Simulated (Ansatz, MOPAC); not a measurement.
Molecule: formaldehyde, CH$_{2}$O (charge 0, singlet). SMILES: O=C

Atoms: O1, C2, H3, H4. Bonds: O1-C2, C2-H3, C2-H4.

Bond lengths (Å) and angles (degrees) optimised at AM1 with MOPAC; PM3 with MOPAC; PM6 with MOPAC; MNDO with MOPAC; HF/STO-3G with Ansatz (a program for electronic structure); PBE/6-31G* with Ansatz, each started from the B3LYP-D3(BJ)/def2-TZVP structure (Ansatz) of the last column. A row stands for all coordinates that are equal there. 6-31G* holds six Cartesian d functions. No wavenumbers were computed at MNDO, HF/STO-3G, PBE/6-31G*, so these may be saddle points.

```json
[
 {"coordinate": "O1-C2", "AM1": "1.227", "PM3": "1.202", "PM6": "1.211", "MNDO": "1.216", "HF/STO-3G": "1.217", "PBE/6-31G*": "1.215", "B3LYP-D3(BJ)/def2-TZVP": "1.199"},
 {"coordinate": "C2-H3", "AM1": "1.110", "PM3": "1.091", "PM6": "1.097", "MNDO": "1.106", "HF/STO-3G": "1.101", "PBE/6-31G*": "1.122", "B3LYP-D3(BJ)/def2-TZVP": "1.108"},
 {"coordinate": "O1-C2-H3", "AM1": "122.2", "PM3": "121.8", "PM6": "122.0", "MNDO": "123.5", "HF/STO-3G": "122.7", "PBE/6-31G*": "122.5", "B3LYP-D3(BJ)/def2-TZVP": "122.0"},
 {"coordinate": "H3-C2-H4", "AM1": "115.5", "PM3": "116.4", "PM6": "115.9", "MNDO": "113.0", "HF/STO-3G": "114.5", "PBE/6-31G*": "115.0", "B3LYP-D3(BJ)/def2-TZVP": "115.9"}
]
```

Mean signed difference of all 3 bond lengths from B3LYP-D3(BJ)/def2-TZVP: AM1 0.011 Å, PM3 -0.010 Å, PM6 -0.003 Å, MNDO 0.005 Å, HF/STO-3G 0.002 Å, PBE/6-31G* 0.015 Å.
